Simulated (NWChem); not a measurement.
# Total energies of NO (+1)

```
N
O 1 1.0599
```
Charge +1, spin multiplicity 1.

Program: NWChem. The geometry was optimised at PBE0/def2-SVP, a minimum by its harmonic frequencies.

Basis set: cc-pVQZ (110 functions).

```csv
method,total energy (Ha),relative cost
RHF,-128.97605,1
MP2,-129.40716,under 3
B2PLYP,-129.53526,under 3
PBE,-129.47247,under 3
B3LYP,-129.59677,under 3
M06-2X,-129.55380,under 3
CCSD(T),-129.41811,60
```

Total energies of different functionals aren't comparable as a measure of quality: only differences taken within one method are. Costs are rough ratios of processor time within this set of runs, SCF included, with RHF as 1.

The correlated methods keep 2 core orbitals frozen. B3LYP has NWChem's definition, with VWN1-RPA local correlation. The structure started from a generated list of species. No row is a measurement; the coupled-cluster row has its own basis-set and correlation limits.
